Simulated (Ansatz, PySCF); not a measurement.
pyrazine (C₄H₄N₂), SMILES c1nccnc1. Atoms are numbered in the order given.

```xyz
10

C      0.0000    -1.1297    -0.6983
C      0.0000    -1.1297     0.6983
N      0.0000     0.0000     1.3991
C      0.0000     1.1297     0.6983
C      0.0000     1.1297    -0.6983
N      0.0000     0.0000    -1.3991
H      0.0000    -2.0717    -1.2583
H      0.0000    -2.0717     1.2583
H      0.0000     2.0717     1.2583
H      0.0000     2.0717    -1.2583
```
Charge 0, spin multiplicity 1.

The structure is a stationary point at PBE0-D3(BJ)/def2-SVP.

Two levels are set side by side: PBE-D3(BJ)/def2-SVP (Ansatz, a quantum-chemistry and plane-wave program) and PBE0-D3(BJ)/def2-SVP (Ansatz). Each level has its own optimised geometry; the coordinates shown are those of the second. Frequencies come from the Hessian of PySCF at each geometry. Differences are taken from unrounded values.

| quantity | PBE0-D3(BJ) | PBE-D3(BJ) | PBE-D3(BJ) minus PBE0-D3(BJ) |
|---|---|---|---|
| mean bond length (Å) | 1.249 | 1.260 | 0.011 |
| bond C1–C2 (Å) | 1.397 | 1.407 | 0.010 |
| bond C1–N6 (Å) | 1.329 | 1.342 | 0.013 |
| bond C2–N3 (Å) | 1.329 | 1.342 | 0.013 |
| bond N3–C4 (Å) | 1.329 | 1.342 | 0.013 |
| bond C4–C5 (Å) | 1.397 | 1.407 | 0.010 |
| bond C5–N6 (Å) | 1.329 | 1.342 | 0.013 |
| bond C1–H7 (Å) | 1.096 | 1.105 | 0.009 |
| bond C2–H8 (Å) | 1.096 | 1.105 | 0.009 |
| bond C4–H9 (Å) | 1.096 | 1.105 | 0.009 |
| bond C5–H10 (Å) | 1.096 | 1.105 | 0.009 |
| highest harmonic wavenumber (cm⁻¹) | 3201 | 3095 | -106 |
| mean harmonic wavenumber (cm⁻¹) | 1419 | 1365 | -54 |
| zero-point energy (kcal/mol) | 48.68 | 46.83 | -1.85 |

GGA bonds tend to be longer and softer than those of functionals with exact exchange. Differences between two approximate levels are no errors against the true value.
